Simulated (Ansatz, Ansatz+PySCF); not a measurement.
```json
{"atom": "C", "x (Å)": "-0.0403", "y (Å)": "-0.0063", "z (Å)": "-0.1348"}
{"atom": "H", "x (Å)": "-0.0051", "y (Å)": "0.9937", "z (Å)": "0.2691"}
{"atom": "H", "x (Å)": "-0.0482", "y (Å)": "-1.0127", "z (Å)": "0.3279"}
```

UHF on triplet CH₂ was run in several spherical basis sets with Ansatz (development build ahead of 0.2.0).

(1) Rank the basis sets by the total energy that they give, lowest first, with the distance from the lowest.
A. aug-cc-pVDZ
B. 6-31G(d)
C. 6-31G
D. cc-pVDZ

## Answers

(1) A (0.00 eV), D (0.04 eV), B (0.20 eV), C (0.46 eV).

Totals follow the description of the cores as much as that of the bonds, so this order isn't one of quality for chemistry.
